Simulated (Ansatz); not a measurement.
# Worked example: correlation energy of SiGeH2 (H-bridged), triplet

Geometry: that of the SiGeH2 (H-bridged), singlet, kept fixed. The singlet lies 2.2 eV lower here.

```tsv
atom	x (Å)	y (Å)	z (Å)
Si	0.0000	-0.0039	1.5661
Ge	0.0000	-0.0238	-0.5845
H	0.0000	1.3266	0.5226
H	0.0000	0.5003	-2.0341
```

Basis cc-pVDZ; Ansatz 0.2.0. Correlated methods freeze the noble-gas cores and the filled d shells of p-block atoms, which leaves 10 electrons in 36 orbitals. Prefix R: restricted or restricted open-shell reference. No spin–orbit coupling is included, and no scalar relativity.

Full CI isn't at hand for all of this; RCCSDTQ serves as the reference, and is uncertain by about the last step of the cluster series.

The cluster runs stand on a determinant 0.11 eV above the lowest RHF solution, chosen by trial CCSD; the correlation energy below is counted from it.

Runs differ by some tens of microhartree through their thresholds and, for an open shell, their frozen cores, so steps under 0.03 kcal/mol mean nothing.

```json
{"level": "RHF determinant under the cluster runs", "total energy (hartree)": "-2365.262876"}
{"level": "RMP2", "total energy (hartree)": "-2365.428908"}
{"level": "RCCSD", "total energy (hartree)": "-2365.463223"}
{"level": "RCCSD(T)", "total energy (hartree)": "-2365.471520"}
{"level": "RCCSDT", "total energy (hartree)": "-2365.473018"}
{"level": "RCCSDT(Q)", "total energy (hartree)": "-2365.473592"}
{"level": "RCCSDTQ", "total energy (hartree)": "-2365.473643"}
```

Q: What is the correlation energy at RCCSDTQ, and what share of it do RMP2 and RCCSD recover?

A: E(corr) = -2365.473643 − (-2365.262876) = -0.210767 hartree = -5.735 eV. RMP2: -0.166032 / -0.210767 = 78.78 %. RCCSD: -0.200347 / -0.210767 = 95.06 %.

Q: By how many kcal/mol does RCCSD(T) miss RCCSDTQ (1 hartree = 627.509 kcal/mol), and which steps make up the rest?

A: -2365.471520 − (-2365.473643) = 0.002123 hartree = 1.33 kcal/mol. Steps: RCCSDT − RCCSD(T) = -0.94, RCCSDT(Q) − RCCSDT = -0.36, RCCSDTQ − RCCSDT(Q) = -0.03 kcal/mol. Differences between like states or geometries often cancel part of this.
